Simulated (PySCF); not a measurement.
**Gas-phase thermal properties of AlF3.NH3**

Method: PySCF energies plus ideal-gas RRHO corrections (1 bar). 6-31G* has spherical d functions here. All species are closed-shell singlets. B3LYP is the form with VWN-RPA correlation. Adducts (AlF3.NH3) have no counterpoise correction, and HF, PBE, BLYP, B3LYP and PBE0 lack dispersion. AlF3.NH3: computed as isolated molecules; such fragments, hydroxides, amides, oligomers or adducts are transient or little studied in the gas. The harmonic model lacks anharmonicity and excited electronic states, which grow with temperature; levels with a mode under 35 cm⁻¹ are left out. Soft modes under 120 cm⁻¹ make the harmonic entropy rough for AlF3.NH3. Warning, point group unlike the PBE0 one: AlF3.NH3 (PBE/def2-SVP).

```
level           point group  σ  ZPE (kJ/mol)  S°298 (J/mol/K)  Cp298 (J/mol/K)  S°1000 (J/mol/K)  H1000 − H298 (kJ/mol)
--------------  -----------  -  ------------  ---------------  ---------------  ----------------  ---------------------
B3LYP/6-31G*             Cs  1         124.1            346.5            100.9             499.0                   91.7
HF/6-31G*                Cs  1         132.3            342.1             98.3             491.4                   89.9
PBE/def2-SVP            C3v  3         119.6            337.6            102.8             492.5                   93.1
PBE0/def2-TZVP           Cs  1         123.5            350.9            101.3             504.0                   92.1
```
σ: rotational symmetry number. Electronic degeneracy used: 1. Frequencies are unscaled.
